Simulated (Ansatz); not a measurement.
# S2F2 (Thio-thionyl fluoride): where methods fail along a bond

S2F2 has 4 atoms, charge 0, and is taken as a singlet. SMILES: `FS(F)=S`. The shape is that of a PBE0-D4/def2-TZVP optimisation.

```xyz
4

F     0.7349    0.3368    1.1990
S    -0.4809   -0.0901    0.2407
F     0.3135   -1.3824   -0.2862
S    -0.5675    1.1357   -1.1536
```

The S2–S4 distance is scanned; the parts on either side stay rigid. Basis STO-3G, 12 core orbitals frozen in the correlated methods; program Ansatz 0.2.0. FCI is exact within this basis and core. Energies in eV from each method's value at 1.859 Å; methods without a U are spin-restricted. The shape above is that at 1.859 Å.

```csv
distance (Å),SVWN5,r2SCAN,PBE0,r2SCAN0,HSE06,CCSD,CCSD(T),FCI
1.859,0.00,0.00,0.00,0.00,0.00,0.00,0.00,0.00
2.323,0.71,0.59,0.60,0.64,0.59,0.00,0.07,0.07
2.788,2.59,2.21,2.01,2.02,2.01,0.76,0.86,0.89
3.717,4.08,3.39,3.00,2.98,3.01,0.98,1.09,1.13
4.646,4.28,3.56,3.10,3.06,3.12,0.99,1.10,1.14
```

Departure from the FCI curve at its largest: SVWN5 +3.15 eV at 4.65 Å; r2SCAN +2.42 eV at 4.65 Å; PBE0 +1.96 eV at 4.65 Å; r2SCAN0 +1.93 eV at 4.65 Å; HSE06 +1.98 eV at 4.65 Å; CCSD -0.15 eV at 3.72 Å; CCSD(T) -0.04 eV at 3.72 Å. Restricted functionals keep the electrons paired too, and rise too high.
